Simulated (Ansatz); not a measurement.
Geometry optimisation, Ansatz 0.2.0, RKS r2SCANh-D4/STO-3G.

Input file:

```yaml
crystal:
  periodic: [false, false, false]
  atoms:
    - { symbol: C, position_ang: [0.034, -1.797, -0.5843] }
    - { symbol: "N", position_ang: [-0.2089, -0.9439, 0.3822] }
    - { symbol: C, position_ang: [0.0821, 0.4138, 0.0027] }
    - { symbol: "N", position_ang: [-0.0046, 1.2562, 1.1475] }
    - { symbol: O, position_ang: [-0.6046, 0.9679, -1.0494] }
    - { symbol: F, position_ang: [1.419, 0.5141, -0.3233] }
    - { symbol: H, position_ang: [-0.1935, -2.8236, -0.4576] }
    - { symbol: H, position_ang: [0.3909, -1.4288, -1.5991] }
    - { symbol: H, position_ang: [-1.0072, 1.0196, 1.517] }
    - { symbol: H, position_ang: [0.5461, 0.854, 1.8754] }
    - { symbol: H, position_ang: [-0.3879, 1.9107, -0.8904] }
basis:
  gaussian: { orbitals: STO-3G }
hamiltonian:
  xc: r2scanh
  dispersion: d4
relax:
  f_tol: 0.02
  max_steps: 50
```

Launched with:

```bash
$ ansatz run input.yaml --threads 1 --pin off --max-ram 2048MiB --backend cpu --events-out ev --progress --plain --runs-dir out
```

Problem. Where does it end, and by what steps?

Solution. It converged. Limits of this set-up: minimal basis. After 32 steps the energy has fallen by 1.141 eV; H8 moved furthest, 0.90 Å.

```
step  energy less start (eV)  largest force component (eV/Å)  accepted
   0                  0.0000                           4.959       yes
   2                 -0.9188                           2.177       yes
   4                 -1.0485                           0.874       yes
   6                 -1.0868                           0.183       yes
   8                 -1.0909                           0.059       yes
  10                 -1.0929                           0.102       yes
  12                 -1.0958                           0.213       yes
  14                 -1.0949                           0.589        no
  16                 -1.1084                           0.237       yes
  18                 -1.1138                           0.171       yes
  20                 -1.1221                           0.329       yes
  22                 -1.1321                           0.196       yes
  24                 -1.1383                           0.096       yes
  26                 -1.1399                           0.081       yes
  28                 -1.1404                           0.037       yes
  30                 -1.1405                           0.030       yes
  32                 -1.1406                           0.020       yes
```

```xyz
11
Properties=species:S:1:pos:R:3
C 0.069 -1.836 -0.533
N -0.648 -0.890 0.009
C 0.040 0.501 -0.135
N 0.003 1.242 1.190
O -0.758 1.215 -1.099
F 1.372 0.409 -0.540
H -0.306 -2.871 -0.491
H 1.042 -1.669 -1.031
H -0.880 0.879 1.645
H 0.763 0.791 1.770
H -0.632 2.171 -0.765
```

Whether the end is a true minimum wasn't checked by a vibrational analysis.

Time of the run: 2.5 min on 1 thread of AMD EPYC 7R43 64-Core Processor (Zen 3) (shared host), peak memory 0.18 GiB.
